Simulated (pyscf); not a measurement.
**Four-centre exchange: HB=O + CH₄ → HB=O + CH₄**

Gas phase, singlet surface, charge 0. Bonds broken: B1–H3, C4–H5. Bonds formed: B1–H5, H3–C4. Structures and frequencies: ωB97X-D3(BJ)/def2-SVP in PySCF. MP2 and CC: frozen core, UHF for open shells. ΔMP2 is the change of the MP2 total energy from the triple- to the quadruple-zeta basis.

Transition state (Å):

```xyz
8

B      0.7076     0.4692    -0.1925
O      1.5847     1.0529    -0.8013
H     -0.6562     0.5557     0.0094
C     -1.1799    -0.7830     1.1258
H      0.5701    -0.6155     0.6515
H     -0.9888    -1.1334     0.1229
H     -1.9741    -1.3093     1.6815
H     -0.6855     0.0209     1.6495
```

One imaginary mode, 1464i cm⁻¹; descent along it reached the two sides named.

| bond | change | reactant side (Å) | saddle | product side |
|---|---|---|---|---|
| B1–H3 | breaks | 1.185 | 1.381 | 2.9 |
| C4–H5 | breaks | 1.099 | 1.821 | 3.4 |
| B1–H5 | forms | 2.9 | 1.381 | 1.185 |
| H3–C4 | forms | 3.4 | 1.820 | 1.099 |

Electronic energies relative to the separated reactants (kcal/mol):

```tsv
level	barrier	reaction energy	reverse barrier
ωB97X-D3(BJ)/def2-TZVP	113.5	0.0	113.5
PBE/def2-TZVP	94.7	0.0	94.7
r²SCAN/def2-TZVP	101.1	0.0	101.1
B3LYP-D3(BJ)/def2-TZVP	105.1	0.0	105.1
PBE0-D3(BJ)/def2-TZVP	104.4	0.0	104.4
M06-2X/def2-TZVP	113.2	0.0	113.2
ωB97M-D3(BJ)/def2-TZVP	111.1	0.0	111.1
HF/def2-TZVP	137.7	0.0	137.7
MP2/def2-QZVPP	115.1	0.0	115.1
CCSD/def2-TZVPP	115.0	0.0	115.0
CCSD(T)/def2-TZVPP	107.9	0.0	107.9
CCSD(T)/def2-TZVPP + ΔMP2(QZVPP)	107.8	0.0	107.8
```

With CCSD(T)/def2-TZVPP + ΔMP2(QZVPP) energies and thermal terms (ideal gas, 1 atm, RRHO with modes under 100 cm⁻¹ raised to 100, one conformer, R ln 2 for chiral ones without a mode under 150 cm⁻¹), in kcal/mol:

| T (K) | ΔH‡ | ΔG‡ | ΔH | ΔG |
|---|---|---|---|---|
| 298 | 104.1 | 112.9 | 0.0 | 0.0 |
| 600 | 104.4 | 121.7 | 0.0 | 0.0 |
| 900 | 105.3 | 130.1 | 0.0 | 0.0 |
| 1200 | 106.1 | 138.3 | 0.0 | 0.0 |

The same reactants have a lower exit, to H₃C–BH–OH (barrier +50.9 kcal/mol at ωB97M-D3(BJ), against +111.1 kcal/mol here). One saddle was located; it need not be the lowest between these sides. One closed-shell reference is unstable to symmetry breaking; treat the single-reference values with care. The CCSD(T) − MP2 part came from Ansatz, without density fitting, on the same reference. The largest closed-shell T1 diagnostic is 0.038, which may signal static correlation.
